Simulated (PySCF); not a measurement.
C3H4FNO.
SMILES with atom numbers: `[NH2:1][C:2](=[O:3])/[CH:4]=[CH:5]\[F:6]` (hydrogens: H7, H8 on N1; H9 on C4; H10 on C5)

Theory: MP2 and CCSD/aug-cc-pVDZ in PySCF, restricted Hartree–Fock reference, frozen core, non-relativistic, gas phase, PBE0-D3(BJ)/def2-SVP geometry.

E(HF) = -344.72229 Eh.

How large is the problem?

174 basis functions and 46 electrons; 6 orbitals frozen, which leaves o = 17 correlated occupied and v = 151 virtual orbitals. That is o·v = 2567 singles and o·v(o·v + 1)/2 = 3296028 distinct closed-shell doubles amplitudes before symmetry; the costliest CCSD step grows as o²v⁴ = 1.5 × 10^11.

What are the MP2 and CCSD correlation energies?

MP2 -0.9728 Eh and CCSD -1.0017 Eh, which gives totals of -345.69508 and -345.72401 Eh. That is 0.802 eV for each correlated electron at CCSD (2630 kJ/mol in all, 0.290 % of the total energy); MP2 gives 97.1 % of the CCSD value.

What is the T1 diagnostic?

0.0157, below the customary warning level of 0.02. It is the norm of the spatial-orbital singles amplitudes over the root of the number of correlated electrons, so the norm is 0.092.

How does correlation change the dipole moment?

HF gives 3.57 D and CCSD (unrelaxed density) 3.15 D, a change of -0.42 D.

No triples correction and no basis-set extrapolation were made.

The job also held the EOM ionisation roots. Hardware: an Arm Neoverse V1 with one thread, shared host with 32 logical CPUs at a one-minute load of 25. Cost: 12 min of wall time, 3.1 GiB resident at most.

Conformer computed: `[NH2:1][C:2](=[O:3])/[CH:4]=[CH:5]\[F:6]`: N1–C2–C4–C5 3°, H–N1–C2–O3 179°, H–N1–C2–O3 1°.

One conformer stands for the species.
